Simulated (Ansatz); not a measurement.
## SnCl2 (Pnma, No. 62)

Computed with r²SCAN (PAW; Ansatz, a quantum-chemistry and plane-wave program).

Settings: plane-wave cutoff 500 eV, 6×10×4 k mesh (along the axes of the cell as run), Fermi–Dirac smearing 0.05 eV, scalar-relativistic PAW data made under PBE.

Cell: relaxed at this level.

```yaml
volume_per_atom: 27.84 Å³/atom
band_gap: 3.42 eV (on the SCF k mesh)
```

Note: the volume lies 5 % above that of the published cell.

Spin–orbit coupling is not included.

The computed numbers hold no vibrational or temperature effects.
